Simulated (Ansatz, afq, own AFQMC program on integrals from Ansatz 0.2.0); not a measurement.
SiH5O, doublet: AFQMC among the cluster methods

```xyz
7

Si   -0.9834    0.0193    0.0000
H    -1.4783    1.4190    0.0000
H    -1.4783   -0.6806    1.2122
H    -1.4783   -0.6806   -1.2122
H     0.6476    0.0193    0.0000
O     1.8336    0.0193    0.0000
H     2.0854   -0.9207    0.0000
```

Basis cc-pVDZ. Only valence electrons are correlated. Integrals, coupled cluster, full CI and functionals: Ansatz 0.2.0; the random walks run on the same integrals in our own AFQMC program. The CISD trial takes its coefficients from CCSD amplitudes. Released means that phaseless walkers are propagated on without the constraint, phases kept. Error bars are statistical, one sigma.

Determinant: UHF, the one that the program's search chose, which needn't be the lowest solution. The geometry is a point of a scan.

No full CI on the walks' own integrals is used here; CCSDT(Q) serves as the reference and is uncertain by about the last step of the cluster series.

Cautions: the ph-AFQMC/HF walk drifts between its halves (2.3 errors).

- T1 diagnostic: 0.0186
- weight of the determinant in the CISD state: 0.868
- ⟨S²⟩ of the determinant: 0.783
- size of the correlated space: 15 electrons in 51 orbitals

```
  level  correlation energy (eV)
    MP2                  -8.2611
   CCSD                  -9.3519
CCSD(T)                  -9.5440
```

(1) Estimate where AFQMC with the constraint released lies against CCSD(T) on the same integrals.

(1) 4.4 ± 0.6 kJ/mol below CCSD(T).

Reference: CCSDT(Q), correlation energy -9.591 eV. The released energy is read at 1.50 1/Eh (meV from the phaseless value at times in 1/Eh: -5 ± 4 at 0.24, -10 ± 5 at 0.51, -14 ± 4 at 0.99, -10 ± 6 at 1.50).

```json
{"level": "CCSD(T)", "E − E(reference) (kJ/mol)": "4.5", "share of correlation (%)": "99.51"}
{"level": "CCSDT", "E − E(reference) (kJ/mol)": "1.9", "share of correlation (%)": "99.79"}
{"level": "ph-AFQMC/HF", "E − E(reference) (kJ/mol)": "0.9 ± 2.8", "share of correlation (%)": "99.91"}
{"level": "ph-AFQMC/CISD", "E − E(reference) (kJ/mol)": "1.1 ± 0.3", "share of correlation (%)": "99.88"}
{"level": "released AFQMC", "E − E(reference) (kJ/mol)": "0.1 ± 0.6", "share of correlation (%)": "99.99"}
```

A walk keeps the symmetry of its determinant, which the program's search chose and which needn't be the lowest solution, so a lower state of the same spin and another symmetry isn't excluded. Released energies are given only where the last usable release times agree within the noise; a slower fall can still hide under it.
